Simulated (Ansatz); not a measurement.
# CAlF: the cost of one run

Method: def2-QZVPP, core rule «outside noble gas», up to 7 orbitals frozen; program: Ansatz 0.2.0, Gaussian basis.

The runs, in order: UHF; ROHF; CCSD(T) on UHF.

2 further runs of the same task are left out: 2 set aside as unsound or not needed.

**1. What is computed**

The geometry is a PBE0/def2-TZVP stationary point (not a proven minimum) of the parent state, kept for this charge and spin.

3 atoms, charge 1, spin multiplicity 2.

Atoms are counted from 1 here; the program's logs count them from 0.

Bond lengths: C1–Al2 1.940 Å, Al2–F3 1.645 Å. Angles: C1–Al2–F3 180.0°.

**2. UHF**

Input file in.yaml:

```yaml
crystal:
  periodic: [false, false, false]
  atoms:
    - {symbol: C, position_ang: [0.000000, 0.000000, 1.841767]}
    - {symbol: Al, position_ang: [0.000000, 0.000000, -0.098433]}
    - {symbol: F, position_ang: [0.000000, 0.000000, -1.743333]}
basis:
  gaussian: {orbitals: "def2-QZVPP.json"}
total_charge: 1
magnetization: {spin_polarized: true, initial_magnetization: 1}
hamiltonian: {xc: hf}
output: {orbitals: {seedname: orbitals}}
```

Launch:

```bash
$ ansatz run in.yaml --threads 1 --pin off --events-out ev --progress --plain --max-ram 2393MiB
```

**Question.** How long does this run take on 1 thread of Arm Neoverse V1, shared host, and how much memory does it need?

About 38 s, with a peak of 0.4 GiB.
